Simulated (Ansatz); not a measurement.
A nudged elastic band was laid between two geometries of CH$_{3}$SSi (6 atoms, charge 0, multiplicity 2).

Computed with UKS B3LYP/def2-SVP (Ansatz).

* movable images: 9
* climbing image: yes
* spring: 0.1 eV/Å²
* optimiser: quadratic models (default)
* start path: IDPP
* force threshold: 0.05 eV/Å
* iteration limit: 40
* end points: relaxed

First end point:

```xyz
6
Properties=species:S:1:pos:R:3
C -1.020 -0.594 -0.832
Si -0.078 0.609 -0.151
S 1.494 0.372 1.285
H -1.556 -1.461 -1.196
H -0.212 2.049 -0.462
H 1.373 -0.975 1.355
```

Last end point:

```xyz
6
Properties=species:S:1:pos:R:3
C -1.181 -0.702 -0.987
Si -0.106 0.245 -0.124
S 1.459 -0.538 1.115
H -1.806 -1.404 -1.523
H -0.126 1.726 -0.121
H 1.761 0.673 1.640
```

Task: What changes between the two ends?

Result: No bond is made or broken. The dihedral C1–Si2–S3–H6 goes from 0 to -171°.

Task: What energy profile does the band end with?

Result: It converged. The highest image is number 5 of 0 to 10, 0.089 eV above the first end and 0.051 eV above the last; the last end lies 0.038 eV above the first. Another band between the same ends (9 images) ends at a top of the same energy, where a vibrational analysis finds 1 clearly imaginary mode.

```
image  path coordinate (Å)  energy (eV)  dihedral C1–Si2–S3–H6 (°)
    0                 0.00        0.000                          0
    1                 0.25        0.010                        -19
    2                 0.51        0.036                        -37
    3                 0.76        0.064                        -55
    4                 1.01        0.083                        -71
    5                 1.25        0.089                        -85
    6                 1.58        0.081                       -103
    7                 1.89        0.064                       -121
    8                 2.19        0.049                       -137
    9                 2.49        0.040                       -154
   10                 2.78        0.038                       -171
```

Task: What is the geometry of the highest image?

Result: 
```xyz
6
Properties=species:S:1:pos:R:3
C -0.796 -0.515 -1.215
Si -0.128 0.514 -0.072
S 1.684 0.085 1.015
H -1.131 -1.286 -1.898
H -0.697 1.853 0.199
H 1.068 -0.651 1.972
```

Run time: 5.6 min on 1 thread of Arm Neoverse N1, on a shared host, peak memory 0.15 GiB.
